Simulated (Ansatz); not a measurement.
**Fe3Co: computed properties**

Level of theory: Ansatz, DFT r2SCAN, scalar-relativistic, plane waves, PAW.

Cutoff 500 eV; k points 10×10×14 on the computed 4-atom cell (Γ-centred); Gaussian smearing, width 0.10 eV; collinear spin from starting moments 2.96 3.16 3.16 2.11 μB.

The structure is relaxed at this level of theory with its symmetry kept. Whether it is the stable form of this composition wasn't checked.

The structure is tetragonal, space group P4/mmm (No. 123). Conventional cell: a = 4.022 Å, b = 4.022 Å, c = 2.836 Å, α = 90.00°, β = 90.00°, γ = 90.00°. Fe (site symmetry 4/mmm) has 8 Fe at 2.46 Å as nearest neighbours. Fe (site symmetry mmm) is surrounded by 4 Fe at 2.46 Å and 4 Co at 2.46 Å. Around Co (site symmetry 4/mmm) lie 8 Fe at 2.46 Å.

- Volume per atom: 77.4 bohr³
- Formation energy from the elements' standard states (uncorrected): -0.133 eV/atom
- Generalised Kohn–Sham band gap: none (metal)
- Density of states at the Fermi level: 1.25 states/eV per cell
- Löwdin character within 0.5 eV of the Fermi level: Fe 3d 67 %, Co 3d 14 %, Fe 4s 9 %, unprojected 6 %
- Bader charges (e): Fe (1 in the cell) -0.01, Fe (2 in the cell) 0.13, Co (1 in the cell) -0.26
- Total moment: 9.79 μB per cell
- Site moments (μB; atoms counted from 1 over the whole cell): Fe (atom 1) 2.69, Fe (atom 2) 2.87, Fe (atom 3) 2.87, Co (atom 4) 1.92

The state reached may not be the lowest one. Only parallel moments were tried here.

Only this magnetic start was tried.

Cost: 1 run of about 3.2 core-minutes, on Intel Xeon Platinum 8259CL (Skylake/Cascade Lake) (shared hosts).